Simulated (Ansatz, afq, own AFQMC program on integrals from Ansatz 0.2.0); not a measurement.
## S, quintet in cc-pVDZ, levels against full CI

A free S atom.

Basis cc-pVDZ. Only valence electrons are correlated. Ansatz 0.2.0 and our own AFQMC program on the same integrals; the CISD trial comes from CCSD amplitudes, and released means the phaseless constraint is let go. Uncertainties: one standard error, sampling alone.

Determinant: UHF, the one that the program's search chose, which needn't be the lowest solution.

Full CI on the same integrals is exact in this basis and with this determinant's frozen core.

Cautions: another spin lies lower (by 16.11 eV); in this basis the state lies above a state of the ion, a sign that the basis lacks the diffuse functions it needs, so its energy is an artefact of the basis; the search met a lower determinant of the same kind, perhaps of another symmetry (80 meV lower), and this one is a saddle point.

The T1 diagnostic is 0.0022 and the weight of the determinant in the CISD state is 0.924. The ⟨S²⟩ of the determinant is 6.000 and the size of the correlated space is 6 electrons in 13 orbitals.

Reference: full CI, correlation energy -3.176 eV. The released energy is read at 2.40 1/Eh (meV from the phaseless value at times in 1/Eh: -5 ± 3 at 0.24, -11 ± 3 at 0.51, -13 ± 3 at 0.99, -18 ± 3 at 1.62, -17 ± 3 at 2.40).

```
         level  E − E(reference) (kJ/mol)  share of correlation (%)
            HF                      306.4                      0.00
           MP2                       64.0                     79.12
          CCSD                        8.2                     97.34
       CCSD(T)                        2.4                     99.23
         CCSDT                        1.0                     99.66
      CCSDT(Q)                        0.2                     99.93
        CCSDTQ                        0.0                     99.99
 ph-AFQMC/CISD                  1.7 ± 0.3                     99.45
released AFQMC                  0.0 ± 0.3                    100.00
```

CCSDT and higher add their correlation energy to the determinant of the CCSD(T) run, since their own runs factorise the integrals more tightly (a shift of under 2 meV). A walk keeps the symmetry of its determinant, which the program's search chose and which needn't be the lowest solution, so a lower state of the same spin and another symmetry isn't excluded. Released energies are given only where the last usable release times agree within the noise; a slower fall can still hide under it.
